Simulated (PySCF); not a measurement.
Compound: thiophen-2-ol, C₄H₄OS.
Atom-mapped SMILES: `[OH:1][c:2]1[cH:3][cH:4][cH:5][s:6]1` (hydrogens: H7 on O1; H8 on C3; H9 on C4; H10 on C5)

Computed with PBE0-D3(BJ)/def2-TZVP geometry optimisation, gas phase in PySCF 2.14.0.

(1) List the bond lengths, angles and torsions at this level.

Results:

(1) 
| bond | length (bohr) |
| --- | --- |
| O1–C2 | 2.549 |
| C2–C3 | 2.572 |
| C3–C4 | 2.682 |
| C4–C5 | 2.568 |
| C5–S6 | 3.246 |
| C2–S6 | 3.260 |
| O1–H7 | 1.815 |
| C3–H8 | 2.042 |
| C4–H9 | 2.045 |
| C5–H10 | 2.037 |

A selection of angles:
| angle | degrees |
| --- | --- |
| C2–O1–H7 | 110.6 |
| O1–C2–C3 | 125.4 |
| O1–C2–S6 | 122.9 |
| C3–C2–S6 | 111.7 |
| C2–C3–C4 | 111.9 |
| C2–C3–H8 | 122.8 |
| C4–C3–H8 | 125.3 |
| C3–C4–C5 | 113.6 |
| C3–C4–H9 | 123.5 |
| C5–C4–H9 | 122.9 |
| C4–C5–S6 | 111.1 |
| C4–C5–H10 | 129.1 |
| S6–C5–H10 | 119.9 |
| C2–S6–C5 | 91.7 |

Torsions: H7–O1–C2–C3 -176° (antiperiplanar). The mirror-image conformer, all signs reversed, is as good.

The 6 heavy atoms lie in one plane (0.002 Å rms). The 5-membered ring C2–C3–C4–C5–S6 has internal angles of 91.7° to 113.6°; it is planar, 0.00 Å rms from its mean plane, widest ring torsion 0°. The C–C distances run from 1.359 Å (C4–C5, aromatic) to 1.420 Å (C3–C4, aromatic), a spread of 0.061 Å.

Point group: near Cs, missed by 0.08 Å at most; the miss may be what the optimiser left on a soft mode. Not checked by PBE0-D3(BJ)/def2-TZVP frequencies. One conformer, not necessarily the lowest (H–O1–C2–C3 -176°).
